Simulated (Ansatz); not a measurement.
**How methods differ on C3H10NP (SMILES CP(C)(C)=N)**

C3H10NP: 15 atoms, total charge 0, spin state singlet. SMILES: `CP(C)(C)=N`. Geometry: relaxed at PBE0-D4/def2-TZVP.

Quantity: the HOMO–LUMO gap, in eV. The values are calculated.

```csv
level,kind,program,value (eV)
BLYP/6-31G* (spherical functions),GGA,Ansatz,5.43
PBE/6-31G* (spherical functions),GGA,Ansatz,5.57
revPBE/6-31G* (spherical functions),GGA,Ansatz,5.65
r2SCAN/6-31G* (spherical functions),meta-GGA,Ansatz,6.35
PBE0/6-31G* (spherical functions),global hybrid,Ansatz,7.84
r2SCAN0/6-31G* (spherical functions),hybrid meta-GGA,Ansatz,8.35
CAM-B3LYP/6-31G* (spherical functions),range-separated hybrid,Ansatz,10.15
wB97M-V/6-31G* (spherical functions),range-separated hybrid,Ansatz,12.00
```

The values span 5.43 to 12.00 eV. Orbital gaps aren't excitation energies; they tend to grow with the share of exact exchange.
